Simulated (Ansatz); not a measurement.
A run of Ansatz (development build ahead of 0.2.0) on singlet C2H2 at this shape:

```xyz
4

C    -0.0560   -0.0197   -0.5822
C    -0.0499   -0.0188    0.9589
H    -0.0581   -1.1407   -1.2235
H    -0.0075    1.1869   -1.2045
```

Its results:

* Converged: yes
* Total energy: -76.59509 hartree
* Spin squared of the determinant: 0.000

Q: Which input gives this output? Name the method, the orbitals and the basis set, and write the input.

A: RHF in def2-SVP. An unrestricted run that stays on the closed shell gives the same numbers.

```yaml
crystal:
  periodic: [false, false, false]
  atoms:
    - { symbol: C, position_ang: [-0.05601, -0.01974, -0.58219] }
    - { symbol: C, position_ang: [-0.04994, -0.01884, 0.9589] }
    - { symbol: H, position_ang: [-0.05813, -1.14072, -1.22348] }
    - { symbol: H, position_ang: [-0.00745, 1.18694, -1.20447] }
basis:
  gaussian: { orbitals: def2-SVP }
hamiltonian:
  xc: hf
```

Caution: stretched shape with no unrestricted run beside it, a lower state can exist.
